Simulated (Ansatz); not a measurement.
in.yaml

```yaml
crystal:
  periodic: [false, false, false]
  atoms:
    - {symbol: B, position_ang: [0.000000, 0.000000, -0.222390]}
    - {symbol: H, position_ang: [0.000000, 0.932960, 1.192659]}
    - {symbol: H, position_ang: [0.000000, -0.932960, 1.192659]}
basis:
  gaussian: {orbitals: cc-pVDZ}
total_charge: 1
magnetization: {spin_polarized: false, initial_magnetization: 2}
correlation: {active_space: {ras: {orbitals: [1, 2, 20], electrons: 5, max_holes: 2, max_particles: 2}, fixed_orbitals: true}}
```

```sh
$ ansatz run in.yaml --threads 1 --pin off --events-out ev --progress --plain --max-ram 2393MiB
```

Question: One thing in this input was set wrong on purpose, beside settings that are merely unusual. What is the gravest fault, and what does the program do?

Answer: Electron count of the space is wrong. How the run ends: stopped by an error.
```
222 factors; integrals over basis functions are off by at most 2.3e-3 eV
mean field evaluation 1: about -687.2705 eV, gradient 4.7e0 eV
mean field evaluation 2: about -687.2710 eV, gradient 4.7e0 eV
mean field evaluation 4: about -687.6065 eV, gradient 8.1e-1 eV
mean field evaluation 8: about -687.6541 eV, gradient 3.2e-2 eV
mean field evaluation 16: about -687.5830 eV, gradient 8.1e-1 eV
mean field evaluation 32: about -687.3909 eV, gradient 4.0e0 eV
mean field -687.65408633 eV, -25.2708215638 hartree, gradient 1.3e-6 eV, S^2 2.000000; 4 other end points of the search recorded, 0 dependent functions left out
reference -687.65408633 eV, -25.2708215638 hartree; 4, 2 occupied and 20, 22 virtual orbitals, 222 factors
Error: 5 electrons in 23 orbitals form no window around the highest filled level of the reference
```
